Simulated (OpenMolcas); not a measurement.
AlHClF (SMILES [F][AlH][Cl]): the energy, rung by rung

AlHClF has 4 atoms, charge 0, and is taken as a singlet. As SMILES, `[F][AlH][Cl]`. Geometry: a GFN2-xTB relaxation, a rough one for these elements and not checked as a minimum.

```xyz
4

F     0.5115   -0.9613    1.2479
Al    0.0626    0.0413    0.0184
Cl   -1.6147   -0.2460   -1.0636
H     1.0406    1.1660   -0.2027
```

Quantity: the energy change with the F1–Al2 bond stretched from 1.649 to 2.061 Å, in eV. The values are calculated.

| level | kind | program | value (eV) | less FCI/STO-3G | CPU time (all runs) |
| --- | --- | --- | --- | --- | --- |
| HF/STO-3G (restricted) | Hartree–Fock | OpenMolcas | 2.46 | +0.52 | 3.2 s |
| SVWN5/STO-3G (restricted) | LDA | OpenMolcas | 2.05 | +0.11 | 7.5 s |
| PBE/STO-3G (restricted) | GGA | OpenMolcas | 1.86 | -0.08 | 8.7 s |
| B3LYP/STO-3G (restricted) | global hybrid | OpenMolcas | 2.01 | +0.07 | 9.1 s |
| PBE0/STO-3G (restricted) | global hybrid | OpenMolcas | 2.07 | +0.13 | 8.2 s |
| B2PLYP/STO-3G (restricted) | double hybrid | OpenMolcas | 2.11 | +0.17 | 7.9 s |
| MP2/STO-3G (restricted) | perturbation theory | OpenMolcas | 2.23 | +0.29 | 3.4 s |
| ACPF/STO-3G (restricted) | coupled cluster or CI | OpenMolcas | 1.87 | -0.07 | 3.7 s |
| CISD/STO-3G (restricted) | coupled cluster or CI | OpenMolcas | 1.97 | +0.03 | 3.7 s |
| FCI/STO-3G | exact in the basis | OpenMolcas | 1.94 | 0.00 | 3.9 min |

FCI/STO-3G is exact within its basis and frozen core, so for wave-function methods in that basis the difference is their error; functionals converge differently with the basis, so for them it is only a difference. The first shape isn't each level's own minimum. The values span 1.86 to 2.46 eV. All rows use very small basis sets, so even the best lies far from the true value. Times are those of the runs behind each value, whatever else they computed, on shared processors of several kinds: orders of magnitude only.
